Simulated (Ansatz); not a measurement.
## Ansatz (development build ahead of 0.2.0) run

```yaml
crystal:
  periodic: [false, false, false]
  atoms:
    - { symbol: S, position_ang: [0.0, 0.0, 0.0] }
    - { symbol: O, position_ang: [0.5591, -0.6891, 1.136] }
    - { symbol: O, position_ang: [-1.2503, -0.4404, -0.5664] }
    - { symbol: O, position_ang: [0.6912, 1.1295, -0.5696] }
basis:
  gaussian: { orbitals: def2-SVP }
magnetization:
  spin_polarized: true
  initial_magnetization: 2
hamiltonian:
  xc: hf
output:
  forces: true
```

The input is written out in the form of the current development build from the run's settings.

Results

| Quantity | Value |
| --- | --- |
| Converged | yes |
| Total energy | -621.50151 hartree |
| Spin squared of the determinant | 2.037 |
| Stability test | minimum |

Forces (eV/Å):
```json
{"atom": "S1", "Fx": "5.981", "Fy": "6.854", "Fz": "7.771"}
{"atom": "O2", "Fx": "0.183", "Fy": "-2.534", "Fz": "-0.591"}
{"atom": "O3", "Fx": "-6.499", "Fy": "-3.872", "Fz": "-4.632"}
{"atom": "O4", "Fx": "0.335", "Fy": "-0.448", "Fz": "-2.548"}
```

Caution: another spin multiplicity may lie lower; the determinant breaks the point group.
